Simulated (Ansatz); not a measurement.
Input for Ansatz (an electronic-structure program): R-PBE0/def2-TZVPPD on H2O (SMILES O). Files ending in .json are basis or fitting sets from the Basis Set Exchange.

Ansatz 0.2 input:
```yaml
crystal:
  periodic: [false, false, false]
  atoms:
    - {symbol: O, position_ang: [-0.00472553, 0.00000000, 1.71597466]}
    - {symbol: H, position_ang: [0.03211863, 0.75755459, 2.30172044]}
    - {symbol: H, position_ang: [0.03211863, -0.75755459, 2.30172044]}
basis:
  gaussian:
    orbitals: def2-TZVPPD.json
hamiltonian:
  xc: {name: PBE0}
scf: {lower_state_search: off}
```

It printed:

```
WARN ansatz: RAYON_NUM_THREADS=2 ignored (pool sized by the plan → 2); use --threads N
Functional definition: PBE0
these checks for a lower state are left out or cut short: stability, starts, cluster_reference, orbital_swaps, neighbouring_geometries, increment
integrals: 0.01 GiB planned
302 factors; their error is unknown
mean field: 0.12 GiB planned
mean field evaluation 1: about -2074.4715 eV, gradient 5.1e1 eV
mean field evaluation 2: about -2067.3183 eV, gradient 8.0e1 eV
mean field evaluation 4: about -2078.4894 eV, gradient 2.7e-1 eV
mean field evaluation 8: about -2078.4963 eV, gradient 1.7e-3 eV
mean field -2078.49630933 eV, -76.3833305126 hartree, gradient 7.9e-6 eV, S^2 0.000000; 0 other end points of the search recorded, 0 dependent functions left out
reference -2078.49633882 eV, -76.3833315964 hartree; 5, 5 occupied and 69, 69 virtual orbitals, 302 factors
Total energy: -2078.49633882 eV, -76.3833315964 hartree
Checks for a lower state left out: stability, starts, cluster_reference, orbital_swaps, neighbouring_geometries, increment
```

The calculation finished and met its thresholds.

Cost: very roughly 0.3 core-seconds.
